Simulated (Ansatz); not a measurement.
Mulliken charges of `F[CH]F` radical from r2SCAN/def2-TZVPP in Ansatz (PBE0-D4/def2-TZVP geometry).

```
atom   x (Å)   y (Å)   z (Å)  charge (e)
  F1  -1.208   0.265  -0.142      -0.166
  C2   0.039   0.063   0.244       0.242
  F3   0.433  -1.167  -0.030      -0.166
  H4   0.736   0.839  -0.073       0.091
```

By hand: the dipole of these point charges (1 e Å = 4.8032 D).

Σ q r = (0.205, 0.241, 0.081) e Å, of length 0.327 e Å = 1.57 D.

How does the dipole of the full density compare? (Estimate.)

The calculation gave: (0.174, 0.198, -0.030) e Å, 1.27 D; the point charges give 1.24 times that, at 21° from its direction.

Point charges leave out the atoms' own dipoles, such as those of lone pairs, and Mulliken's split depends on the basis, so the two needn't agree.
